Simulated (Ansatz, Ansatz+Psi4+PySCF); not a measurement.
```xyz
4

P     0.0000    0.0000    0.1167
H     0.0000    1.1837   -0.6204
H     1.0251   -0.5918   -0.6204
H    -1.0251   -0.5918   -0.6204
```

Basis set: cc-pVTZ on H; cc-pV(T+d)Z on P (spherical functions). Correlated methods keep 5 orbitals frozen. Charge 0, multiplicity 1.

Computed with Ansatz (development build ahead of 0.2.0); each method stands on the lowest determinant of its kind that the runs found. Restricted open shells among the atoms or ions are ROHF, correlated in semicanonical orbitals with singles.

Give the atomization energy at this shape (free ground-state atoms in the same class of orbitals less the molecule, no zero-point energy) of singlet PH₃ by RHF-CCSD(T), RHF-MP2, RHF.

```json
{"method": "RHF-CCSD(T)", "atomization energy": "10.17 eV"}
{"method": "RHF-MP2", "atomization energy": "9.82 eV"}
{"method": "RHF", "atomization energy": "7.48 eV"}
```
